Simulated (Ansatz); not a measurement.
Two shapes of doublet NO₂.

Shape 1:

```xyz
3

N    -0.0496   -0.0014   -0.3088
O     0.0135    1.0454    0.1458
O    -0.0122   -1.0447    0.1424
```

Shape 2:

```xyz
3

N    -0.0802    0.0630   -0.2180
O    -0.0850    1.1057    0.1469
O     0.1009   -1.0537    0.1210
```

Basis set: 6-31G (spherical functions). Frozen core: 3 orbitals. Charge 0, multiplicity 2.

Computed with Ansatz (development build ahead of 0.2.0); each method stands on the lowest determinant of its kind that the runs found.

Question: Which shape is lower in energy, and by how much in each method?

Answer:

| method | E(2) − E(1) (eV) |
| --- | --- |
| UHF | 0.092 |
| UHF-MP2 | 0.142 |

Shape 1 is lower.
